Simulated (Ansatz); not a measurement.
The input, for Ansatz 0.2.0:

```yaml
crystal:
  periodic: [false, false, false]
  atoms:
    - {symbol: Cl, position_ang: [0.017539, -0.372733, 1.703409]}
    - {symbol: Si, position_ang: [0.019119, 0.850411, 0.036379]}
    - {symbol: P, position_ang: [-0.080618, -0.331858, -1.912861]}
    - {symbol: H, position_ang: [1.327734, -0.387755, -2.147109]}
basis:
  gaussian: {orbitals: 6-31G, fitting: {mean_field: def2-universal-jkfit}}
magnetization: {spin_polarized: true, initial_magnetization: 5}
hamiltonian: {xc: hf}
accuracy: high
output: {orbitals: {seedname: orbitals}}
```

```sh
$ ansatz run in.yaml --threads 1 --pin off --events-out ev --progress --plain --max-ram 2393MiB
```

(1) Roughly how long does this take on 1 thread of Arm Neoverse V2, shared host, and how much host memory?

```
402 factors; integrals over basis functions are off by at most 9.0e-2 eV
mean field evaluation 1: about -29640.8400 eV, gradient 1.0e1 eV
mean field evaluation 2: about -29642.4158 eV, gradient 3.9e0 eV
mean field evaluation 4: about -29642.9306 eV, gradient 1.3e0 eV
mean field evaluation 8: about -29643.1197 eV, gradient 2.4e-1 eV
mean field evaluation 16: about -29642.8955 eV, gradient 8.1e-1 eV
mean field evaluation 32: about -29643.0034 eV, gradient 6.9e-1 eV
mean field evaluation 64: about -29641.7281 eV, gradient 2.3e-1 eV
mean field evaluation 96: about -29641.6889 eV, gradient 5.0e0 eV
mean field evaluation 128: about -29643.0980 eV, gradient 3.7e-1 eV
mean field evaluation 160: about -29626.5977 eV, gradient 1.5e1 eV
mean field -29643.13293661 eV, -1089.3650425832 hartree, gradient 1.9e-8 eV, S^2 8.764205; 6 other end points of the search recorded, 0 dependent functions left out
reference -29643.13293661 eV, -1089.3650425832 hartree; 26, 21 occupied and 15, 20 virtual orbitals, 402 factors
Total energy: -29643.13293661 eV, -1089.3650425832 hartree
```

## Answers

(1) 1.9 s wall and 0.08 GiB.
